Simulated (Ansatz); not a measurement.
C3H6F2O, SMILES `COC(F)CF`. Total charge 0; spin multiplicity 1.

```xyz
12

C     1.559    0.932   -0.523
O     0.681   -0.175   -0.466
C    -0.474    0.061    0.223
F    -1.273    0.961   -0.459
C    -1.207   -1.251    0.347
F    -2.321   -1.085    1.134
H     2.463    0.591   -1.023
H     1.811    1.279    0.486
H     1.118    1.756   -1.089
H    -0.288    0.516    1.207
H    -1.517   -1.591   -0.645
H    -0.552   -1.993    0.809
```

Q: List the harmonic frequencies (cm⁻¹, unscaled) at PBE0-D4/def2-TZVP in Ansatz. (Best estimate.)

A: Ansatz gave: 98, 115, 170, 199, 321, 429, 525, 590, 887, 1040, 1098, 1116, 1138, 1178, 1192, 1249, 1269, 1350, 1383, 1452, 1479, 1484, 1488, 1504, 3018, 3027, 3073, 3106, 3135, 3162.

Q: Is this a minimum?

A: Yes, all 30 modes are real.

Q: Give the ideal-gas thermochemistry at 298.15 K and 1 bar (rigid rotor, harmonic oscillator; point group C1, symmetry number 1).

A: Zero-point energy 246.9 kJ/mol; H(298) − E = 267.1 kJ/mol; entropy 341.1 J/(mol·K), of which translation 165.8, rotation 112.0, vibration 63.3; G(298) − E = 165.4 kJ/mol. Modes under 100 cm⁻¹ are hindered rotations or soft bends, so the harmonic entropy is rough.

Q: And at 400, 500, 600, 800 and 1000 K?

A: 
```
T (K)  H − E (kJ/mol)  S (J/mol/K)  G − E (kJ/mol)
  400           278.5        373.7           129.0
  500           291.9        403.6            90.1
  600           307.3        431.6            48.3
  800           342.9        482.6           -43.2
 1000           383.3        527.6          -144.3
```
